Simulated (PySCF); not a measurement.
C5H9F.
SMILES with atom numbers: `[CH3:1][CH2:2][C@@H:3]1[CH2:4][C@H:5]1[F:6]` (hydrogens: H7, H8, H9 on C1; H10, H11 on C2; H12 on C3; H13, H14 on C4; H15 on C5)

The geometry is computed with GFN2-xTB (gas phase).

**Question.** What internal coordinates does the optimisation give?

**Answer.** 
```json
{"bond": "C1–C2", "length (bohr)": "2.883", "order": "single"}
{"bond": "C2–C3", "length (bohr)": "2.855", "order": "single"}
{"bond": "C3–C4", "length (bohr)": "2.847", "order": "single"}
{"bond": "C4–C5", "length (bohr)": "2.823", "order": "single"}
{"bond": "C5–F6", "length (bohr)": "2.581", "order": "single"}
{"bond": "C3–C5", "length (bohr)": "2.822", "order": "single"}
{"bond": "C1–H7, C1–H8, C1–H9", "length (bohr)": "2.055", "order": "single"}
{"bond": "C2–H10", "length (bohr)": "2.063", "order": "single"}
{"bond": "C2–H11", "length (bohr)": "2.065", "order": "single"}
{"bond": "C3–H12", "length (bohr)": "2.047", "order": "single"}
{"bond": "C4–H13", "length (bohr)": "2.038", "order": "single"}
{"bond": "C4–H14", "length (bohr)": "2.039", "order": "single"}
{"bond": "C5–H15", "length (bohr)": "2.046", "order": "single"}
```

Bonds in one row agree within 0.02 bohr and their mean is given. Orders are formal, as drawn. A selection of angles:
```json
{"angle": "C2–C1–H7", "degrees": "110.5"}
{"angle": "H7–C1–H8", "degrees": "108.5"}
{"angle": "H7–C1–H9", "degrees": "108.6"}
{"angle": "C1–C2–C3", "degrees": "111.3"}
{"angle": "C1–C2–H10", "degrees": "109.5"}
{"angle": "C1–C2–H11", "degrees": "109.5"}
{"angle": "C3–C2–H10", "degrees": "109.3"}
{"angle": "C3–C2–H11", "degrees": "109.4"}
{"angle": "H10–C2–H11", "degrees": "107.8"}
{"angle": "C2–C3–C4", "degrees": "120.4"}
{"angle": "C2–C3–C5", "degrees": "120.3"}
{"angle": "C2–C3–H12", "degrees": "114.3"}
{"angle": "C4–C3–C5", "degrees": "59.7"}
{"angle": "C4–C3–H12", "degrees": "115.9"}
{"angle": "C5–C3–H12", "degrees": "115.7"}
{"angle": "C3–C4–C5", "degrees": "59.7"}
{"angle": "C3–C4–H13", "degrees": "118.2"}
{"angle": "C3–C4–H14", "degrees": "118.7"}
{"angle": "C5–C4–H13", "degrees": "117.5"}
{"angle": "C5–C4–H14", "degrees": "117.5"}
{"angle": "H13–C4–H14", "degrees": "114.4"}
{"angle": "C4–C5–F6", "degrees": "118.1"}
{"angle": "C4–C5–H15", "degrees": "121.2"}
{"angle": "F6–C5–H15", "degrees": "109.9"}
{"angle": "C3–C5–C4", "degrees": "60.6"}
{"angle": "C3–C5–F6", "degrees": "118.4"}
{"angle": "C3–C5–H15", "degrees": "121.3"}
```

Dihedral angles: C1–C2–C3–C4 -83° (synclinal); C2–C3–C4–C5 -110° (anticlinal); C3–C4–C5–F6 -108° (anticlinal); C2–C3–C5–C4 110° (anticlinal).

The C–C distances run from 1.493 Å (C3–C5, drawn single) to 1.526 Å (C1–C2, drawn single), a spread of 0.033 Å. The 3-membered ring C3–C4–C5 has internal angles of 59.7° to 60.6°.

Point group: C1 (no symmetry element, even within 0.4 Å). Not checked by GFN2-xTB frequencies. The numbers are those of one conformer.
